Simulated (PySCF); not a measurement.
Ligands exchanged one at a time, B Cl-Br. Gas-phase values, no solvent. Strings in code marks are SMILES.

The brightest of the four lowest singlets (TDA) from two functionals at the same geometries (PBE0-D4/def2-TZVP), both in PySCF: PBE-D3(BJ)/def2-TZVP and B3LYP-D3(BJ)/def2-TZVP. B3LYP has the VWN-RPA correlation part, as in Gaussian. Excitations are Tamm–Dancoff values on a coarser integration grid. The basis has no diffuse functions, so Rydberg states are missing or too high.

```tsv
species	PBE-D3(BJ)/def2-TZVP (eV)	B3LYP-D3(BJ)/def2-TZVP (eV)
0 of 3 Cl replaced by Br (`ClB(Cl)Cl`)	6.71	7.10
1 of 3 Cl replaced by Br (`ClB(Cl)Br`)	5.94	6.32
2 of 3 Cl replaced by Br (`ClB(Br)Br`)	5.66	6.02
3 of 3 Cl replaced by Br	5.59	5.94
```

Over these rows, drawn at random from the members with no instability flagged (it was tested for open shells, ions and some series alone), PBE minus B3LYP-D3(BJ): mean -0.37 eV, from -0.40 eV to -0.35 eV.
